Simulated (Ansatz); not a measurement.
Energy needed to pull apart CH$_{3}$BF (SMILES C[B]F), doublet, into free ground-state atoms, from the structure below (displaced at random from its PBE0-D4/def2-TZVP minimum); no zero-point or spin–orbit terms; open-shell atoms are treated unrestricted, in their ground-state multiplicity.

```xyz
6
angstrom
C -0.2519 0.2559 -0.1951
B 0.3947 -1.1830 0.2631
F 1.5208 -1.2520 0.7362
H -1.1264 0.5666 0.3460
H 0.5240 1.1019 0.1477
H -0.6295 0.3094 -1.3034
```

Computed with Ansatz 0.2.0 (basis: def2-TZVPP); correlated methods freeze the cores; orbitals are unrestricted.

```
   method  atomization energy (eV)
   PBE-D4                    23.58
r2SCAN-D4                        ?
  PBE0-D4                        ?
  wB97M-V                    22.96
       HF                    17.67
      MP2                    22.84
     CCSD                    22.02
  CCSD(T)                    22.30
```

(1) What does r2SCAN-D4 give? (To be estimated.)

(2) What does PBE0-D4 give? (Judge from chemistry; the value comes from the calculation.)

No T1 diagnostic of these runs exceeds 0.015. ⟨S²⟩ of the unrestricted Hartree–Fock references: 0.75 (a pure state has 0.75).

Answers

(1) By the calculation: 23.26 eV, which is about 0.96 eV more than CCSD(T)/def2-TZVPP.

(2) By the calculation: 23.14 eV, which is about 0.84 eV more than CCSD(T)/def2-TZVPP.

In triple zeta the MP2 and coupled-cluster atomization energies are still short of their basis limit by a few kcal/mol a bond, whereas those of the functionals are nearly converged, so these differences are not deviations from converged CCSD(T).

For scale, one of the runs: CCSD(T)/def2-TZVPP forces, 135 basis functions (an equivalent command: `ansatz run in.yaml --threads 2`). The run took 3.3 min on 2 CPU threads (shared host), with 3.1 GiB of host memory at its peak.
